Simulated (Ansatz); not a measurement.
# SiNH2 (quartet): wave-function methods side by side, def2-QZVPP

An exercise on one series of results from a longer session: the logs are not shown, and one member is left open.

The runs use Ansatz 0.2.0, Gaussian basis; def2-QZVPP, core rule «outside noble gas», up to 6 orbitals frozen.

Plan: UHF; ROHF; CCSD(T) on UHF.

**The system**

The geometry is a PBE0/def2-TZVP stationary point (not a proven minimum).

4 atoms, charge 0, spin multiplicity 4.

Atoms are counted from 1 here; the program's logs count them from 0.

Bond lengths: Si1–N2 1.803 Å, Si1–H3 1.495 Å, N2–H4 1.024 Å. Angles: N2–Si1–H3 111.4°, Si1–N2–H4 113.2°.

Set-up of the first run:

in.yaml reads:

```yaml
crystal:
  periodic: [false, false, false]
  atoms:
    - {symbol: Si, position_ang: [0.009460, -0.103752, 0.602203]}
    - {symbol: N, position_ang: [-0.087242, 0.144329, -1.180713]}
    - {symbol: H, position_ang: [0.265634, 1.182906, 1.319057]}
    - {symbol: H, position_ang: [0.683123, -0.297565, -1.691380]}
basis:
  gaussian: {orbitals: "def2-QZVPP.json"}
magnetization: {spin_polarized: true, initial_magnetization: 3}
hamiltonian: {xc: hf}
output: {orbitals: {seedname: orbitals}}
```

Launch:

```console
$ ansatz run in.yaml --threads 1 --pin off --events-out ev --progress --plain --max-ram 4096MiB --backend cpu
```

Steps of the session up to this table: UHF; ROHF; CCSD(T) on UHF.

One table of the session follows, with a row left open; its other results are not shown here.

| method | from UCCSD(T) (kcal/mol) |
| --- | --- |
| ROHF | ? |
| UHF | +192.19 |
| UMP2 | +24.19 |
| UCCSD | +7.45 |
| UCCSD(T) | 0 |

**Question.** Estimate the row for ROHF.

**Answer.** from UCCSD(T) (kcal/mol): +196.58. In the column «from UCCSD(T) (kcal/mol)» it is the highest.
